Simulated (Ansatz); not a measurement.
System: 1T (CdI2-type) HfS₂. Method: PBEsol+SOC in Ansatz (PAW).

Numerical settings: plane-wave cutoff 520 eV, 12×12×6 k mesh (along the axes of the cell as run), Fermi–Dirac smearing 0.01 eV, PAW data made under PBE.

Properties against volume:

Shape and atoms are relaxed at each volume.

| V (Å³/atom) | P (GPa) | direct gap at Γ (eV) | smallest gap on the k mesh (eV) | c (Å) |
|---|---|---|---|---|
| 21.225 | 0.92 | 1.740 | 0.705 | 5.758 |
| 21.667 | 0.38 | 1.814 | 0.812 | 5.847 |
| 22.109 | 0.00 | 1.833 | 0.857 | 5.943 |
| 22.551 | -0.25 | 1.840 | 0.887 | 6.045 |
| 22.994 | -0.38 | 1.845 | 0.910 | 6.152 |

The fundamental gap (0.86 eV at the equilibrium volume, with added k points) lies elsewhere than Γ–Γ.

Measured, for comparison: band gap 1.8 eV (temperature not stated, not corrected to a static lattice, fundamental, indirect, our sources range from 1.80 to 1.96; as tabulated in Rybak et al. (2022), arXiv:2210.12074).

Note: the cell comes from a level without a dispersion term, which matters for the spacing of layers, chains or molecules; the bulk modulus comes from volumes at which shape and atoms were relaxed; the cell has widely spaced layers and the level no dispersion term, so their spacing and the moduli can rest on weak binding.

Ansatz is a first-principles code.
